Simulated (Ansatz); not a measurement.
**The sulfur atom (triplet): wave-function methods side by side, STO-3G**

How much of the correlation energy of the sulfur atom (triplet) does each wave-function method recover here?

Program: Ansatz 0.2.0, Gaussian basis. Level of theory: STO-3G, core rule «outside noble gas», up to 5 orbitals frozen. These are calculated values, not measurements.

To be run: CCSD(T) on UHF; BCCD(T) on ROHF; CISD; CCSDT(Q) on ROHF; CCSDT(Q) on UHF; CISDTQ; CCSDTQ on ROHF; CCSDTQ on UHF; CASSCF and MRCISD+Q, 6 electrons in 4 orbitals; CASSCF and MRCISD+Q(relaxed), 6 electrons in 4 orbitals; CASSCF and NEVPT4(SD), 6 electrons in 4 orbitals; CASSCF and NEVPT2, 6 electrons in 4 orbitals; Full CI.

12 further runs of the same task are left out: 12 set aside as unsound or not needed.

### 1 The atom

A free atom, in its lowest state of this spin that the program finds.

1 atom, charge 0, spin multiplicity 3.

### 2 CCSD(T) on UHF

Contents of in.yaml:

```yaml
crystal:
  periodic: [false, false, false]
  atoms:
    - {symbol: S, position_ang: [0.000000, 0.000000, 0.000000]}
basis:
  gaussian: {orbitals: STO-3G}
magnetization: {spin_polarized: true, initial_magnetization: 2}
correlation: {method: ccsd_t, electrons: outside_noble_gas}
```

Command:

```sh
$ ansatz run in.yaml --threads 1 --pin off --events-out ev --progress --plain --max-ram 3916MiB
```

Further steps of the session: BCCD(T) on ROHF; CISD; CCSDT(Q) on ROHF; CCSDT(Q) on UHF; CISDTQ; CCSDTQ on ROHF; CCSDTQ on UHF; CASSCF and MRCISD+Q, 6 electrons in 4 orbitals; CASSCF and MRCISD+Q(relaxed), 6 electrons in 4 orbitals; CASSCF and NEVPT4(SD), 6 electrons in 4 orbitals; CASSCF and NEVPT2, 6 electrons in 4 orbitals; Full CI.

Q: Predict the results of all the runs planned. Wanted: FCI below the UHF energy; UMP2 from FCI; UCCSD(T) from FCI; UCCSDT(Q) from FCI; NEVPT2 valence from FCI; NEVPT4(SD) valence from FCI; MRCISD+Q valence from FCI; effectively unpaired electrons.

The runs gave:

| quantity | value |
| --- | --- |
| FCI below the UHF energy | 0.0000 eV |
| UMP2 from FCI | 0.000 kcal/mol |
| UCCSD(T) from FCI | 0.000 kcal/mol |
| UCCSDT(Q) from FCI | 0.000 kcal/mol |
| NEVPT2 valence from FCI | 0.000 kcal/mol |
| NEVPT4(SD) valence from FCI | 0.000 kcal/mol |
| MRCISD+Q valence from FCI | 0.000 kcal/mol |
| levels within 1 kcal/mol (43 meV) | UHF, UMP2, UCCSD, UCCSD(T), BCCD(T), UCCSDT, UCCSDT(Q), UCCSDTQ, CASSCF valence, NEVPT2 valence, NEVPT4(SD) valence, MRCISD valence, MRCISD+Q valence, MRCISD+Q(relaxed) valence |
| effectively unpaired electrons | 2.00 |

In words: UCCSD(T) misses by 0.000 kcal/mol, 100.0 % of the correlation energy. One determinant dominates. Of the multireference levels listed NEVPT2 valence comes nearest in total energy (0.000 kcal/mol), which doesn't show that its space is the better one. These misses are within one basis, not against nature; the frozen cores of restricted and unrestricted runs differ, which can shift their rows.
